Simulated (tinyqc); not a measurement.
A ladder of methods, and size consistency: correlation methods against full CI in the sto-6g basis, for LiH, spin multiplicity 1. Computed by the program tinyqc with PySCF. All electrons correlated; +Q is the Davidson correction (1 - c0^2) E_corr. The last columns treat two copies 100 angstrom apart as one system. FCI is the lowest singlet.

Geometry (angstrom):

| atom | x | y | z |
|---|---|---|---|
| Li | 0.0000 | 0.0000 | 0.0000 |
| H | 0.0000 | 0.0000 | 1.4660 |

RHF energy of one = -7.953113 hartree

Correlation energies (hartree):

| method | E_corr of one | share of FCI (%) | E_corr of two at 100 angstrom | two minus twice one (mhartree) |
|---|---|---|---|---|
| MP2 | -0.012013 | 64.6014 | -0.024027 | 0.0000 |
| CISD | -0.018585 | 99.9394 | -0.036420 | 0.7506 |
| CISD+Q | -0.018982 | 102.0765 | -0.037840 | 0.1245 |
| CCSD | -0.018588 | 99.9537 | -0.037175 | -4.16e-05 |
| CCSD(T) | -0.018595 | 99.9910 | -0.037189 | -4.15e-05 |
| FCI | -0.018596 | 100.0000 | - | - |

What does the comparison show, and why?

MP2 recovers 65 %, CISD 99.9 % and CCSD 100.0 % of the FCI value (c0^2 = 0.979 in CISD). MP2 and coupled cluster are size consistent, so their last column vanishes; CISD loses 0.75 mhartree, since a double excitation on each copy is a quadruple of the pair, and the Davidson correction leaves +0.12.
